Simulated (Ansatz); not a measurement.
bcc Li

Calculation: HSE06 (plane waves, PAW; Ansatz, a first-principles code).

Settings: plane-wave cutoff 460 eV, 14×14×14 k mesh, Fermi–Dirac smearing 0.05 eV, scalar-relativistic PAW data made under PBE.

Cell (relaxed at this level):

Li is modelled in the cubic space group Im-3m (No. 229), the bcc (W type) structure, Pearson symbol cI2. Lattice parameters: a = b = c = 3.463 Å, α = β = γ = 90.00°. Li on 2a has 8 Li at 2.999 Å (cubic). (Neighbours: up to the widest gap in distance over summed covalent radii, below 1.35, at either atom.)
(The calculation used a cell of 1 atom; values per cell refer to that cell.)

```yaml
bulk modulus B0: 13.4 GPa
pressure derivative B′ of the bulk modulus: 3.3
```

Measured, for comparison: bulk modulus 13.8 GPa (corrected for temperature and zero-point phonon effects, our sources range from 13.1 to 13.9; as tabulated in Levämäki et al. (2014), arXiv:1402.3671). Computed (rounded) less measured: bulk modulus -3 % (inside the range of the sources held).

Computed values are for the static lattice.

It cost around 13 core-minutes (rough) of CPU time.
